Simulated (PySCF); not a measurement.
3-chlorofuran, C₄H₃ClO, SMILES Clc1ccoc1, point group Cs.

Level: PBE0/pcSseg-1 in PySCF (density fitting, grid level 2); geometry and Hessian at that level, cubic constants and property derivatives from steps of ±0.6 along each species' dimensionless normal coordinates, second-order vibrational perturbation theory. The parent has the commonest isotopes.

Equilibrium geometry in the parent's principal axes a, b, c (Å):

```
atom      a      b     c
 Cl1   1.94  -0.01  0.00
  C2   0.22   0.01  0.00
  C3  -0.61   1.17  0.00
  C4  -1.88   0.69  0.00
  O5  -1.88  -0.66  0.00
  C6  -0.59  -1.07  0.00
  H7  -0.29   2.20  0.00
  H8  -2.85   1.16  0.00
  H9  -0.42  -2.14  0.00
```

Ground-state constants (MHz). Parent: 9334.1, 2026.9, 1664.8. A species with one ¹³C: 9334.4, 2026.6, 1664.6.

Question: Which position carries the label?

Answer: Moments I = 505379/B are 54.1435, 249.3352, 303.5736 and 54.1414, 249.3697, 303.6052 u Å². With M = 101.9872 u and Δm = 1.0034 u, μ = MΔm/(M + Δm) = 0.9936 u. Kraitchman's equations give |a|, |b|, |c| = 0.185, 0.050i, 0.020 Å. That is C2, whose equilibrium values are 0.224, 0.011, 0.000 Å. An imaginary value marks an atom near a principal plane, where vibrational terms outweigh the coordinate.
